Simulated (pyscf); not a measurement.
This saddle point was located with ωB97X-D3(BJ)/def2-SVP in PySCF.

```
O
H 1 0.9776
H 1 1.0800 2 103.41
H 1 1.0801 2 103.39 3 -78.64
P 3 2.1073 1 123.40 2 -95.91
H 5 1.4337 3 91.23 1 -94.03
```
Charge 0, spin multiplicity 2.

Surface: doublet, charge 0. Lowest wavenumbers (cm⁻¹): 1876i, 191, 365, 374, 555.

Q: What reaction is this the transition state of?

A: `[PH2]` [doublet] + `[OH2]` <-> `[PH2]` [doublet] + `[OH2]`, a four-centre exchange read from left to right: H–P, H–O broken and H–P, H–O formed. At CCSD(T)/def2-TZVPP + ΔMP2(QZVPP) it lies +59.2 kcal/mol from the left side and +59.2 kcal/mol from the right (each side as separated species at their lowest minima found). The same reactants have a lower exit, to HO–PH₂ + H• (barrier +44.4 kcal/mol at ωB97M-D3(BJ), against +56.0 kcal/mol here). One saddle was located; it need not be the lowest between these sides. The CCSD(T) − MP2 part came from Ansatz, without density fitting, on the same reference.
